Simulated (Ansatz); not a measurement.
For hexagonal BN, PBE (Ansatz, a quantum-chemistry and plane-wave program, PAW) gives:

```
Quantity              Result
-------------------  -------
lattice constant a   2.512 Å
lattice parameter c  8.528 Å
```

Task: What does HSE06-D3(BJ) (plane waves, PAW; Ansatz) give for the same quantities?

Result: 
- lattice constant a: 2.490 Å (drops by 0.9 %)
- lattice parameter c: 6.577 Å (drops by 23 %)

For comparison: lattice constant a 2.504 Å (measured, 297 K, no zero-point or thermal correction; as tabulated in Ioffe Institute, New Semiconductor Materials archive); lattice parameter c 6.661 Å (measured, 297 K, no zero-point or thermal correction; as tabulated in Ioffe Institute, New Semiconductor Materials archive).

Changes are worked out from the printed values.

Unless a cell is named, each level is at its own relaxed cell (PBE 11.65, HSE06-D3(BJ) 8.83 Å³/atom).

Caveats: for a layered or molecular solid the relaxed cell lies over 5 % above the published volume, where the minimum can be shallow (PBE); the cell comes from a level without a dispersion term, which matters for the spacing of layers, chains or molecules (PBE). Ansatz's density-functional and Hartree–Fock values are scalar-relativistic unless marked +SOC, with PAW data made under PBE.
